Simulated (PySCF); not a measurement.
A PySCF script (with the pyscf-properties extension) for the NMR shieldings of `FC[SiH3]`, CH5FSi, on a PBE0-D3(BJ)/def2-SVP geometry:

```python
import basis_set_exchange as bse
import numpy as np
from pyscf import gto, dft
from pyscf.prop import nmr

atoms = """
F     1.644421    0.166812   -1.037557
C     0.984831   -0.067633    0.150969
Si   -0.894818    0.034677   -0.121276
H     1.273594   -1.062324    0.535542
H     1.311300    0.677277    0.898659
H    -1.260314    1.397859   -0.605290
H    -1.317113   -0.978619   -1.131304
H    -1.585552   -0.234880    1.177406
"""
names = dict.fromkeys(["F", "C", "Si", "H"], "pcSseg-2")
basis = {el: gto.basis.parse(bse.get_basis(n, elements=[el], fmt="nwchem")) for el, n in names.items()}
mol = gto.M(atom=atoms, basis=basis, charge=0, verbose=0)
mf = dft.RKS(mol, xc="PBE")
mf.grids.level = 2
mf.grids.alignment = dft.numint.BLKSIZE   # the property module wants whole blocks of grid points
mf.conv_tol = 1e-9
mf.kernel()

calc = nmr.RKS(mf)   # GIAO
sigma = calc.kernel()   # uncoupled for a functional without exact exchange
for i, s in enumerate(sigma):   # ppm
    print("%2d %-2s %9.2f" % (i, mol.atom_pure_symbol(i), np.trace(s) / 3))
```

Q: Give the expected output.

A: 
```
 0 F     452.19
 1 C     100.04
 2 Si    401.26
 3 H      26.30
 4 H      26.30
 5 H      27.13
 6 H      27.13
 7 H      27.26
```

These numbers come from an equivalent density-fitted implementation of the same equations, which agrees with the script to about 0.01 ppm for H and up to a few tenths of a ppm for heavy atoms, so last digits may differ.

Q: Turn these shieldings into chemical shifts. References, each an isolated molecule treated in the same way: 19F (σref 142.93) vs CFCl3; 13C (σref 179.39) and 29Si (σref 323.43) and 1H (σref 31.18) vs TMS.

A: Averaging equivalent atoms: F 0: -309.3; C 1: 79.4; Si 2: -77.8; H 3/4: 4.88; H 5/6/7: 4.01 ppm. Unscaled 19F shifts against computed CFCl3 carry errors that often reach 10 to 50 ppm.

Size and cost of the density-fitted run: 185 basis functions, 13 s wall time on 1 thread of an Arm Neoverse V1, shared host; peak memory 0.57 GiB.
